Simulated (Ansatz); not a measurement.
**How far each method lies from RCCSDT(Q) for C₃H₉N, singlet**

Geometry: MP2(full)/6-31G*, from the G2/97 set.

```tsv
atom	x (Å)	y (Å)	z (Å)
N	0.0000	0.0000	0.3690
C	0.0000	1.3780	-0.0920
C	1.1934	-0.6890	-0.0920
C	-1.1934	-0.6890	-0.0920
H	0.0000	1.4611	-1.1947
H	0.8862	1.8911	0.2908
H	-0.8862	1.8911	0.2908
H	1.2654	-0.7306	-1.1947
H	1.1946	-1.7130	0.2908
H	2.0808	-0.1781	0.2908
H	-1.2654	-0.7306	-1.1947
H	-2.0808	-0.1781	0.2908
H	-1.1946	-1.7130	0.2908
```

Basis 6-31G; Ansatz 0.2.0. Correlated methods freeze the noble-gas cores, which leaves 26 electrons in 50 orbitals. Prefix R: restricted or restricted open-shell reference. Active spaces: frontier = (8e, 8o) about the gap.

Full CI isn't at hand for all of this; RCCSDT(Q) serves as the reference, and is uncertain by about the last step of the cluster series.

```
UHF ⟨S²⟩                          : 0.000
T1 diagnostic (RCCSD)             : 0.0079
largest doubles amplitude (RCCSD) : 0.027
```

| level | E − E(RHF) (eV) |
| --- | --- |
| RMP2 | -10.5493 |
| RCCSD | -11.8908 |
| RCCSD(T) | -12.1526 |

Q: Estimate how far RCCSDT(Q) in 6-31G lies from RCCSD(T). The table doesn't fix it; the size of (T) and the diagnostics are the guide.

A: RCCSDT(Q) in 6-31G lies 38 meV below RCCSD(T), which is 15 % of the (T) step (-262 meV). The diagnostics are small and one determinant leads, so the series closes fast and only a small part of (T) is left.

The other levels:

| level | E − E(RCCSDT(Q)) (meV) | share of correlation (%) | wall time |
| --- | --- | --- | --- |
| CISD | 1846 | 84.85 | 8 s |
| BCCD(T) | 38 | 99.69 | 1.6 s |
| RCCSDT | 21 | 99.83 | – |
| CASSCF (frontier space) | 9237 | 24.23 | – |
| NEVPT2 (frontier space) | 1622 | 86.70 | 5.5 s |
| MRCISD (frontier space) | 1170 | 90.40 | – |
| MRCISD+Q (frontier space) | 211 | 98.27 | 4.3 s (H100) |

The correlation energy at RCCSDT(Q), counted from RHF, is -12.191 eV. That run took 3.8 s on 2 threads of AMD EPYC 7R13 with a shared H100 80 GB, shared host.

Times hold each run's SCF and search for its determinant on a shared host, so for small cases they say little of a method's own cost; rows without a card ran on 1 thread of AMD EPYC 7R13.

Atomization energy (electronic, same basis, no zero-point term; atoms at the same level, unrestricted beside the R rows where the molecule is a closed shell, with restricted open-shell steps beyond CCSDT(Q)) at RCCSDT(Q): 4162.9 kJ/mol. Errors of other levels:

| level | error (kJ/mol) |
| --- | --- |
| RHF | -791.8 |
| RMP2 | -28.4 |
| CISD | -171.7 |
| RCCSD | -24.6 |
| RCCSD(T) | -2.4 |
| BCCD(T) | -2.0 |
| RCCSDT | -2.0 |

This basis is far from its limit, so the value isn't to be set against a measured one. Truncated CI isn't size-consistent, which counts against it in atomization.
